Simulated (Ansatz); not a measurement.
Species, as SMILES: ClCl (Cl2).
Atoms: Cl1, Cl2. Bonds: Cl1-Cl2.

Basis-set convergence of the highest harmonic wavenumber at B3LYP with Ansatz (a first-principles code). Each level at its own minimum, finite differences of forces, unscaled; the reference is a large set that could be run, not a limit. Cartesian d functions, on some or all atoms, in 6-31+G*; all else is spherical. The program fits the integrals of some runs and decomposes those of others, by size. No added dispersion term, no relativity. Reference: the value in def2-QZVPPD, 539 cm⁻¹. Deviations are taken from unrounded values.

```json
[
 {"basis": "STO-3G", "functions": "18", "highest harmonic wavenumber (cm⁻¹)": "593", "minus reference (cm⁻¹)": "54"},
 {"basis": "3-21G", "functions": "26", "highest harmonic wavenumber (cm⁻¹)": "459", "minus reference (cm⁻¹)": "-80"},
 {"basis": "6-31G", "functions": "26", "highest harmonic wavenumber (cm⁻¹)": "459", "minus reference (cm⁻¹)": "-80"},
 {"basis": "pcseg-1", "functions": "36", "highest harmonic wavenumber (cm⁻¹)": "522", "minus reference (cm⁻¹)": "-16"},
 {"basis": "6-31+G*", "functions": "46", "highest harmonic wavenumber (cm⁻¹)": "513", "minus reference (cm⁻¹)": "-26"},
 {"basis": "cc-pV(D+d)Z", "functions": "46", "highest harmonic wavenumber (cm⁻¹)": "523", "minus reference (cm⁻¹)": "-16"},
 {"basis": "aug-pcseg-1", "functions": "54", "highest harmonic wavenumber (cm⁻¹)": "526", "minus reference (cm⁻¹)": "-13"},
 {"basis": "def2-SVPD", "functions": "54", "highest harmonic wavenumber (cm⁻¹)": "491", "minus reference (cm⁻¹)": "-48"},
 {"basis": "pcseg-2", "functions": "68", "highest harmonic wavenumber (cm⁻¹)": "535", "minus reference (cm⁻¹)": "-4"},
 {"basis": "6-311++G(2d,2p)", "functions": "70", "highest harmonic wavenumber (cm⁻¹)": "534", "minus reference (cm⁻¹)": "-5"},
 {"basis": "cc-pV(T+d)Z", "functions": "78", "highest harmonic wavenumber (cm⁻¹)": "539", "minus reference (cm⁻¹)": "0"},
 {"basis": "def2-TZVPP", "functions": "84", "highest harmonic wavenumber (cm⁻¹)": "537", "minus reference (cm⁻¹)": "-2"},
 {"basis": "def2-TZVPPD", "functions": "102", "highest harmonic wavenumber (cm⁻¹)": "540", "minus reference (cm⁻¹)": "1"},
 {"basis": "aug-cc-pV(T+d)Z", "functions": "110", "highest harmonic wavenumber (cm⁻¹)": "538", "minus reference (cm⁻¹)": "-1"},
 {"basis": "cc-pV(Q+d)Z", "functions": "128", "highest harmonic wavenumber (cm⁻¹)": "539", "minus reference (cm⁻¹)": "0"},
 {"basis": "pcseg-3", "functions": "128", "highest harmonic wavenumber (cm⁻¹)": "540", "minus reference (cm⁻¹)": "2"},
 {"basis": "def2-QZVPP", "functions": "140", "highest harmonic wavenumber (cm⁻¹)": "539", "minus reference (cm⁻¹)": "0"},
 {"basis": "def2-QZVPPD", "functions": "158", "highest harmonic wavenumber (cm⁻¹)": "539", "minus reference (cm⁻¹)": "0"}
]
```
